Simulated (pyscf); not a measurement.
A first-order saddle from PySCF, ωB97X-D3(BJ)/def2-SVP:

```xyz
14

O      0.8628     0.9385    -0.9592
Si    -0.4821     0.0879    -0.5405
O     -0.3881    -1.1925    -1.6127
O     -2.0732     0.4972    -0.7674
O     -0.2603    -0.8694     0.9993
H      1.1193     1.6425    -0.3468
H      0.4875    -1.3189    -1.9930
H     -2.4246     0.0353    -1.5400
H     -0.8876    -1.5870     1.1784
F     -1.1889     1.5252     2.4807
C     -0.6896     1.6717     1.1901
F      0.5312     2.3292     1.3240
H     -0.5131     0.1347     1.3685
H     -1.3715     2.3684     0.6742
```

Surface: singlet, charge 0. Lowest wavenumbers (cm⁻¹): 1149i, 53, 129, 147, 213.

**Question.** What reaction is this the transition state of?

**Answer.** `[OH][Si]([OH])([OH])[OH]` + `[F][CH2][F]` ⇌ `[OH][Si]([OH])([OH])[CH]([F])[F]` + `[OH2]`, a four-centre exchange read from left to right: O–Si, C–H broken and C–Si, H–O formed. At ωB97M-D3(BJ)/def2-TZVP it lies +68.5 kcal/mol from the left side and +33.6 kcal/mol from the right (each side as separated species at their lowest minima found). On the reactant side the descent ends in a complex (not fully relaxed), 5.0 kcal/mol under the separated species and 74.0 kcal/mol under the saddle at ωB97X-D3(BJ)/def2-TZVP. On the product side the descent ends in an adduct with a O–Si contact (not fully relaxed), 0.5 kcal/mol under the separated species and 35.5 kcal/mol under the saddle at ωB97X-D3(BJ)/def2-TZVP. What is counted as broken (O–Si) persists as a longer contact in the product adduct; parting that adduct is a step of its own. This is the saddle that the search found; another between the same sides may lie lower.
